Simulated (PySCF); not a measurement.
Simulated outer-valence photoelectron spectrum of `CC(F)(F)F`. Level of theory: EOM-IP-CCSD/aug-cc-pVDZ in PySCF, restricted Hartree–Fock reference, 5 core orbitals frozen, non-relativistic, gas phase, PBE0-D3(BJ)/def2-SVP geometry.

Each root has a Gaussian of 0.6 eV full width with its one-hole share as area; cross sections and vibrations are left out, and the highest printed point is 100.

| ionisation energy (eV) | intensity |
| --- | --- |
| 12.9 | 0 |
| 13.0 | 0 |
| 13.1 | 1 |
| 13.2 | 2 |
| 13.3 | 5 |
| 13.4 | 10 |
| 13.5 | 18 |
| 13.6 | 26 |
| 13.7 | 32 |
| 13.8 | 34 |
| 13.9 | 32 |
| 14.0 | 26 |
| 14.1 | 20 |
| 14.2 | 18 |
| 14.3 | 23 |
| 14.4 | 37 |
| 14.5 | 57 |
| 14.6 | 79 |
| 14.7 | 96 |
| 14.8 | 100 |
| 14.9 | 90 |
| 15.0 | 71 |
| 15.1 | 48 |
| 15.2 | 30 |
| 15.3 | 20 |
| 15.4 | 19 |
| 15.5 | 27 |
| 15.6 | 41 |
| 15.7 | 56 |
| 15.8 | 66 |
| 15.9 | 68 |
| 16.0 | 60 |
| 16.1 | 45 |
| 16.2 | 29 |
| 16.3 | 16 |
| 16.4 | 8 |
| 16.5 | 3 |
| 16.6 | 1 |
| 16.7 | 0 |

Problem. Where are the maxima, and how many lines lie under the curve?

Solution. 3 maxima, at 13.8, 14.8 and 15.9 eV, from 4 lines (6 roots with degenerate partners counted). At this width some lines have no maximum of their own.

Problem. List the lines with their holes.

Solution. 
```tsv
E (eV)	leading hole (HF orbital)	area	Koopmans (eV)
13.80	HOMO	0.96	15.37
14.74	HOMO-1/HOMO-2	1.92	15.90
14.86	HOMO-3	0.95	17.53
15.87	HOMO-4/HOMO-5	1.91	18.01
```

The widest gap, 1.01 eV, lies between 14.86 and 15.87 eV. Only orbitals with −ε under 21 eV, eight at most, were ionised, so the high end of the curve may lack lines.

The run took 4.3 min wall on Arm Neoverse V1, one thread, no GPU, on a shared host, and the process peaked at 2.5 GiB of memory.
